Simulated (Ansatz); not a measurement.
This Ansatz (a quantum-chemistry and plane-wave program) input (CCSD(T)/def2-TZVP) gives -337.18740 Eh with 124 basis functions.

Ansatz 0.2 input:
```yaml
crystal:
  periodic: [false, false, false]
  atoms:
    - {symbol: C, position_ang: [0.00171763, -0.00263817, 0.32505308]}
    - {symbol: F, position_ang: [-0.01708335, 1.26042782, -0.06192073]}
    - {symbol: F, position_ang: [1.09904525, -0.61482395, -0.08303830]}
    - {symbol: F, position_ang: [-1.08310698, -0.64384509, -0.07174301]}
basis:
  gaussian:
    orbitals: def2-TZVP
magnetization: {spin_polarized: true, initial_magnetization: 1}
correlation: {method: ccsd_t, electrons: outside_noble_gas}
```

Change:
```diff
- orbitals: def2-TZVP
+ orbitals: aug-cc-pVTZ
```

Problem. What does the run give now?

Solution. -337.20119 Eh (CCSD(T)/aug-cc-pVTZ, 184 functions), a change of -13.79 mEh.
